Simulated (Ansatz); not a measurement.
## C: from a trial structure to a relaxed crystal

All numbers below come from DFT r2SCAN, scalar-relativistic, plane waves, PAW (Ansatz). Cutoff 500 eV, Γ-centred k mesh, Gaussian smearing, no spin polarisation in the final step.

C was placed on the hcp structure type (P6_3/mmc, No. 194), at a guessed volume.

```
C
1.0
     2.56785    0.00000    0.00000
    -1.28392    2.22382    0.00000
     0.00000    0.00000    4.16775
C
2
Direct
  0.33333 0.66667 0.25000
  0.66667 0.33333 0.75000
```

Steps on the 9×9×4 mesh (2 atoms). 9 of 10 steps are shown, and the free energy counts from the last. Trial steps that were taken back and renewals of the plane-wave basis can be among the rows.

```tsv
step	ΔF (meV/atom)	V (Å³/atom)	P (GPa)
1	732.2	11.90	-30.77
2	436.1	10.33	-29.37
3	202.0	8.96	-24.59
4	48.5	7.65	-11.17
5	14.6	7.09	-5.08
6	46.2	6.38	19.37
7	0.0	6.96	-0.95
8	-1.0	6.93	0.70
10	0.0	6.96	-0.07
```

Steps on the 9×9×6 mesh (2 atoms). 5 of 5 steps are shown, and the free energy counts from the last.

```csv
step,ΔF (meV/atom),V (Å³/atom),P (GPa)
1,10.0,6.96,5.22
2,1.3,7.07,1.58
3,0.4,7.13,-0.09
4,0.1,7.12,0.12
5,0.0,7.12,0.13
```

Steps on the 30×30×16 mesh (2 atoms). 12 of 26 steps are shown, and the free energy counts from the last.

```tsv
step	ΔF (meV/atom)	V (Å³/atom)	P (GPa)
1	565.6	7.12	-1.43
3	517.5	7.02	0.74
6	408.4	6.86	5.16
8	282.9	6.89	2.59
10	160.9	6.62	5.24
12	142.3	6.83	1.66
15	63.4	6.89	6.80
17	20.8	7.35	2.86
19	4.6	7.83	0.67
21	3.2	8.05	0.00
24	0.1	8.24	-0.05
26	0.0	8.25	0.00
```

A final relaxation ran on a 36×36×10 mesh. The relaxed crystal, P6_3/mmc (No. 194):

Space group P6_3/mmc (No. 194). a = 1.710 Å, b = 1.710 Å, c = 6.617 Å, α = 90.00°, β = 90.00°, γ = 120.00°
```tsv
atom	site	symmetry	x	y	z
C	2c	-6m2	0.3333	0.6667	0.2500
```

For C, the volume per atom is 8.4 Å³, the density is 2.4 g/cm³ and the energy over the standard structure is 4.18 eV/atom. The gap on the 36×36×10 mesh is 0 eV (a metal).

Energies count from the standard state of C at the same level.

The final run used a 36×36×10 mesh on its 2-atom cell and 0.10 eV smearing. The k mesh leaves about 4 meV/atom of noise in metals. Weakly bound directions are ill-defined at this level, which has no dispersion term.

Symmetry constrained the relaxation, so the result can be a saddle point.